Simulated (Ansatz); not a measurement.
System: bcc Li. Method: PBEsol (Ansatz, a first-principles code, PAW).

A relaxed, unreconstructed slab of the (211) face has 12 atoms, two equal faces of 14.432 Å² each and an energy of -2434.9589 eV. A bulk cell of 6 atoms with the same orientation and in-plane k mesh has -1217.9878 eV. Energies are extrapolated to zero smearing.

Numerical settings: plane-wave cutoff 500 eV, 12×18×1 k mesh (along the axes of the cell as run), Fermi–Dirac smearing 0.1 eV, scalar-relativistic PAW data made under PBE.

Worked out: γ = (E_slab − N E_bulk per atom)/2A = [-2434.9589 − 12 × (-1217.9878/6)]/(2 × 14.432) = 0.0352 eV/Å². With 16.022 J/m² per eV/Å² this is 0.56 J/m², or 0.51 eV per surface cell and face.
